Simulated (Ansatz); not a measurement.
We consider LaOBiS2 (P4/nmm, No. 129; cell taken from a computed entry), described by LDA in Ansatz (PAW).

Settings: plane-wave cutoff 520 eV, 8×8×4 k mesh (along the axes of the cell as run), Fermi–Dirac smearing 0.01 eV, scalar-relativistic PAW data made under PBE.

Cell (relaxed with PBEsol):

Space group P4/nmm, origin choice 1 (No. 129); a = 4.003 Å, b = 4.003 Å, c = 13.918 Å, α = 90.00°, β = 90.00°, γ = 90.00°

```csv
atom,site,symmetry,x,y,z
La,2c,4mm,0.0000,0.5000,0.4105
Bi,2c,4mm,0.5000,0.0000,0.1300
S,2c,4mm,0.0000,0.5000,0.1064
S,2c,4mm,0.5000,0.0000,0.3096
O,2b,-4m2,0.5000,0.5000,0.5000
```

### Question
What does this level give for the band gap and Γ–Γ gap?

### Answer

* **band gap**: 0.81 eV
* **Γ–Γ gap**: 3.33 eV

Note: cell and atoms aren't relaxed at this level (largest force component 0.20 eV/Å, pressure -2.1 GPa).

Spin–orbit coupling is not included; with these elements it can move the gap by several tenths of an eV or more.

Static lattice: no zero-point or thermal effects.

Ansatz is a first-principles code.
